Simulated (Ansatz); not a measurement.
in.yaml

```yaml
crystal:
  periodic: [false, false, false]
  atoms:
    - {symbol: In, position_ang: [-0.023394, 0.000000, 0.000000]}
    - {symbol: H, position_ang: [1.332434, 0.000000, -0.967103]}
    - {symbol: H, position_ang: [1.332434, 0.000000, 0.967103]}
basis:
  gaussian: {orbitals: def2-SVPD}
total_charge: 1
magnetization: {spin_polarized: true, initial_magnetization: 0}
hamiltonian: {xc: hf}
output: {orbitals: {seedname: orbitals}}
```

```sh
$ ansatz run in.yaml --threads 1 --pin off --events-out ev --progress --plain --max-ram 2393MiB
```

Output:

```
584 factors; integrals over basis functions are off by at most 4.6e-4 eV
mean field evaluation 1: about -5167.8892 eV, gradient 9.5e0 eV
mean field evaluation 2: about -5167.9001 eV, gradient 9.5e0 eV
mean field evaluation 4: about -5168.7733 eV, gradient 6.4e-1 eV
mean field evaluation 8: about -5168.7801 eV, gradient 9.3e-4 eV
mean field evaluation 16: about -5169.4601 eV, gradient 1.3e-4 eV
mean field evaluation 32: about -5169.4599 eV, gradient 5.3e-2 eV
mean field evaluation 64: about -5168.8285 eV, gradient 4.8e0 eV
mean field evaluation 96: about -5164.4198 eV, gradient 1.5e1 eV
mean field -5169.46013838 eV, -189.9741560994 hartree, gradient 5.0e-6 eV, S^2 0.876528; 5 other end points of the search recorded, 0 dependent functions left out
reference -5169.46013838 eV, -189.9741560994 hartree; 11, 11 occupied and 37, 37 virtual orbitals, 584 factors
Total energy: -5169.46013838 eV, -189.9741560994 hartree
```

Ran on 1 thread of AMD EPYC 9R45, shared host: 0.48 s wall, 0.1 GiB peak host memory.
